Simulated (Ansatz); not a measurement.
C₄H₈ClF, SMILES CC(C)(Cl)CF, a ranking of conformers

Computed with the Python package of Ansatz (0.2.0).

The script, `run_conformers.py`:
```python
"""Rank force-field conformers of C4H8ClF by single points."""

import ansatz as az
from rdkit import Chem
from rdkit.Chem import AllChem

config = {
    "basis": "6-31G*",
    "functional": "PBE0",
}

rd = Chem.AddHs(Chem.MolFromSmiles("CC(C)(Cl)CF"))
ids = list(AllChem.EmbedMultipleConfs(rd, numConfs=20, randomSeed=96, pruneRmsThresh=0.4))
field = [energy for _, energy in AllChem.MMFFOptimizeMoleculeConfs(rd)]
distinct = {round(e, 2): i for i, e in zip(ids, field)}
chosen = sorted(distinct.items())[:5]
found = []
for force_field, index in chosen:
    geometry = az.Crystal.molecule()
    for atom, xyz in zip(rd.GetAtoms(), rd.GetConformer(index).GetPositions()):
        geometry = geometry.atom(atom.GetSymbol(), xyz.round(5).tolist())
    base = (
        geometry.calculation()
        .basis(gaussian=config["basis"])
        .functional(config["functional"])
    )
    found.append(base.run(threads=1, backend="cpu").report["free_energy_ev"])
print("conformer   MMFF (kcal/mol)   this level (kJ/mol)")
for (force_field, index), e in zip(chosen, found):
    print(f"{index:9d} {force_field - chosen[0][0]:17.2f} {96.485332 * (e - min(found)):17.3f}")
```

```console
$ python run_conformers.py
conformer   MMFF (kcal/mol)   this level (kJ/mol)
        0              0.00             0.000
        2              0.84             3.887
```

The settings weren't tested for convergence. The conformers keep their force-field geometries. Finished in 12 s on 1 thread of Arm Neoverse V1, on a shared host, peak memory 0.36 GiB.
